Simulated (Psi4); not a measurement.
Psi4 input (wB97X-D/6-31G*):

```
memory 1500 MB

molecule {
1 1
Be   -0.00000000   -0.00000000   -0.26442914
H     0.00000000    0.00000000    1.05771654
symmetry c1
no_reorient
no_com
}

set {
  basis 6-31G*
  reference rks
  scf_type pk
  dft_radial_points 99
  dft_spherical_points 590
  e_convergence 1e-8
  d_convergence 1e-7
  maxiter 150
}

e = energy('wb97x-d')
print_out(f'\nFINAL {e:.10f} DIPOLE {variable("CURRENT DIPOLE")[0]:.6f} {variable("CURRENT DIPOLE")[1]:.6f} {variable("CURRENT DIPOLE")[2]:.6f}\n')
```

Output:

```
   => Loading Basis Set <=

    Name: 6-31G*
    Role: ORBITAL
    Keyword: BASIS
    atoms 1 entry BE         line    77 file 6-31gs.gbs
    atoms 2 entry H          line    44 file 6-31gs.gbs

   => WB97X-D: Empirical Dispersion <=

    Chai and Head-Gordon Dispersion Correction
    Chai, J.-D.; Head-Gordon, M. (2010), J. Chem. Phys., 132: 6615-6620

        s6 =       1.000000

         ---------------------------------------------------------
                                   SCF
               by Justin Turney, Rob Parrish, Andy Simmonett
                          and Daniel G. A. Smith
                              RKS Reference
         ---------------------------------------------------------

  ==> Geometry <==

    Molecular point group: c1
    Full point group: C_inf_v

    Geometry (in Angstrom), charge = 1, multiplicity = 1:

       Center              X                  Y                   Z               Mass
    ------------   -----------------  -----------------  -----------------  -----------------
         BE           0.000000000000     0.000000000000    -0.264429140000     9.012183065000
         H            0.000000000000     0.000000000000     1.057716540000     1.007825032230

  Running in c1 symmetry.

  Rotational constants: A = ************  B =      9.59087  C =      9.59087 [cm^-1]
  Rotational constants: A = ************  B = 287526.92021  C = 287526.92021 [MHz]
  Nuclear repulsion =    1.600964912338556

  Charge       = 1
  Multiplicity = 1
  Electrons    = 4
  Nalpha       = 2
  Nbeta        = 2

  ==> Algorithm <==

  SCF Algorithm Type is PK.
  DIIS enabled.
  MOM disabled.
  Fractional occupation disabled.
  Guess Type is SAD.
  Energy threshold   = 1.00e-08
  Density threshold  = 1.00e-07
  Integral threshold = 1.00e-12

  ==> Primary Basis <==

  Basis Set: 6-31G*
    Blend: 6-31G*
    Number of shells: 8
    Number of basis functions: 17
    Number of Cartesian functions: 17
    Spherical Harmonics?: false
    Max angular momentum: 2

  ==> DFT Potential <==

   => LibXC <=

    Version 7.1.2
    S. Lehtola, C. Steigemann, M. J. T. Oliveira, and M. A. L. Marques,  SoftwareX 7, 1–5 (2018) (10.1016/j.softx.2017.11.002)

   => Composite Functional: WB97X-D <=

    wB97X-D Hyb-GGA Exchange-Correlation Functional

    J.-D. Chai and M. Head-Gordon,  Phys. Chem. Chem. Phys. 10, 6615–6620 (2008) (10.1039/B810189B)

    Deriv               =              1
    GGA                 =           TRUE
    Meta                =          FALSE

    Exchange Hybrid     =           TRUE
    MP2 Hybrid          =          FALSE

   => Exchange-Correlation Functionals <=

    1.0000   wB97X-D range-separated functional

   => Exact (HF) Exchange <=

    0.7780            HF,LR [omega = 0.2000]
    0.2220               HF

   => LibXC Density Thresholds  <==

    XC_HYB_GGA_XC_WB97X_D:  1.00E-14

   => Molecular Quadrature <=

    Radial Scheme          =       TREUTLER
    Pruning Scheme         =           NONE
    Nuclear Scheme         =       TREUTLER

    Blocking Scheme        =         OCTREE
    BS radius alpha        =              1
    Pruning alpha          =              1
    Radial Points          =             99
    Spherical Points       =            590
    Total Points           =         110840
    Total Blocks           =            887
    Max Points             =            256
    Max Functions          =             17
    Weights Tolerance      =       1.00E-15

  ==> Integral Setup <==

  Using in-core PK algorithm.
   Calculation information:
      Number of atoms:                   2
      Number of AO shells:               8
      Number of primitives:             19
      Number of atomic orbitals:        17
      Number of basis functions:        17

      Integral cutoff                 1.00e-12
      Number of threads:                 1

  Performing in-core PK
  Using 35343 doubles for integral storage.
  We computed 666 shell quartets total.
  Whereas there are 666 unique shell quartets.

  Computing range-separated integrals for PK
  We computed 666 wK shell quartets total.
  Whereas there are 666 wK unique shell quartets.

  ==> DiskJK: Disk-Based J/K Matrices <==

    J tasked:                  Yes
    K tasked:                  Yes
    wK tasked:                 Yes
    Omega:               2.000E-01
    Schwarz Cutoff:          1E-12


  Cached 100.0% of DFT collocation blocks in 0.055 [GiB].

  Minimum eigenvalue in the overlap matrix is 1.3503216167E-02.
  Reciprocal condition number of the overlap matrix is 3.2179234353E-03.
    Using symmetric orthogonalization.

  ==> Pre-Iterations <==

  SCF Guess: Superposition of Atomic Densities via on-the-fly atomic UHF (no occupation information).

   -------------------------
    Irrep   Nso     Nmo
   -------------------------
     A         17      17
   -------------------------
    Total      17      17
   -------------------------

  ==> Iterations <==

                        Total Energy        Delta E     RMS |[F,P]|

   @RKS iter SAD:   -14.82880145706951   -1.48288e+01   0.00000e+00
   @RKS iter   1:   -14.93114348010243   -1.02342e-01   7.56877e-03 DIIS/ADIIS
   @RKS iter   2:   -14.95236303856215   -2.12196e-02   1.50912e-03 DIIS/ADIIS
   @RKS iter   3:   -14.95303991021319   -6.76872e-04   4.32722e-04 DIIS/ADIIS
   @RKS iter   4:   -14.95317097820815   -1.31068e-04   1.07022e-04 DIIS/ADIIS
   @RKS iter   5:   -14.95318139956381   -1.04214e-05   1.31111e-05 DIIS
   @RKS iter   6:   -14.95318155947211   -1.59908e-07   3.85884e-07 DIIS
   @RKS iter   7:   -14.95318155951778   -4.56719e-11   3.87921e-08 DIIS
  Energy and wave function converged.

  ==> Post-Iterations <==

   Electrons on quadrature grid:
      Ntotal   =    3.9999999967 ; deviation = -3.293e-09

    Orbital Energies [Eh]
    ---------------------

    Doubly Occupied:

       1A     -4.573160     2A     -0.696077

    Virtual:

       3A     -0.303634     4A     -0.218451     5A     -0.218451
       6A     -0.000751     7A      0.114012     8A      0.130038
       9A      0.130038    10A      0.146744    11A      0.630714
      12A      0.630714    13A      0.650418    14A      0.650418
      15A      0.679645    16A      1.149164    17A      2.394418

    Final Occupation by Irrep:
              A
    DOCC [     2 ]
    NA   [     2 ]
    NB   [     2 ]

  @RKS Final Energy:   -14.95318155951778

   => Energetics <=

    Nuclear Repulsion Energy =              1.6009649123385556
    One-Electron Energy =                 -21.1953860454432146
    Two-Electron Energy =                   6.6319723233769912
    DFT Exchange-Correlation Energy =      -1.9907285357981135
    Empirical Dispersion Energy =          -0.0000042139919988
    VV10 Nonlocal Energy =                  0.0000000000000000
    Total Energy =                        -14.9531815595177804

Computation Completed

Properties will be evaluated at   0.000000,   0.000000,   0.000000 [a0]

Properties computed using the SCF density matrix

 Multipole Moments:

 ------------------------------------------------------------------------------------
     Multipole            Electronic (a.u.)      Nuclear  (a.u.)        Total (a.u.)
 ------------------------------------------------------------------------------------

 L = 1.  Multiply by 2.5417464519 to convert [e a0] to [Debye]
 Dipole X            :          0.0000000            0.0000000            0.0000000
 Dipole Y            :         -0.0000000            0.0000000           -0.0000000
 Dipole Z            :         -1.4631766           -0.0000000           -1.4631766
 Magnitude           :                                                    1.4631766

 ------------------------------------------------------------------------------------

FINAL -14.9531815595 DIPOLE 0.000000 -0.000000 -1.463177

*** Psi4 exiting successfully. Buy a developer a beer!
```

The dipole moment of an ion depends on the origin.
